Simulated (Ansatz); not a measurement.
## Relaxing Ti₃Ga

Method: Ansatz, DFT r2SCAN, scalar-relativistic, plane waves, PAW. Cutoff 500 eV, Γ-centred k mesh, Gaussian smearing, no spin polarisation in the final step.

This is the end of a relaxation of cell and atoms.

```
CELL_PARAMETERS angstrom
5.68315 0.00000 0.00000
-2.84157 4.92175 0.00000
0.00000 0.00000 4.62064
ATOMIC_POSITIONS crystal
Ti 0.82939 0.65878 0.25000
Ti 0.17061 0.82939 0.75000
Ti 0.34122 0.17061 0.25000
Ti 0.17061 0.34122 0.75000
Ti 0.82939 0.17061 0.25000
Ti 0.65878 0.82939 0.75000
Ga 0.33333 0.66667 0.25000
Ga 0.66667 0.33333 0.75000
```

Formation energies are uncorrected and refer to the elements' standard structures at the same level.

Task: What space group does it have?

Result: P6_3/mmc (No. 194). Conventional cell: a = 5.683 Å, c = 4.621 Å. Ti has 8 Ti at 2.77–2.91 Å and 4 Ga at 2.81–2.84 Å; Ga has 12 Ti at 2.81–2.84 Å.

Task: What is its formation energy per atom?

Result: -0.36 eV/atom.

Task: Is it a metal?

Result: Yes, bands cross the Fermi level on the 12×12×8 mesh.

The final run used a 12×12×8 mesh on its 8-atom cell and 0.10 eV smearing. For metals, differences of a few meV/atom aren't resolved.

Cost: 3 runs of about 5.5 core-minutes in all, on AMD EPYC 7R43 (Zen 3) (shared hosts).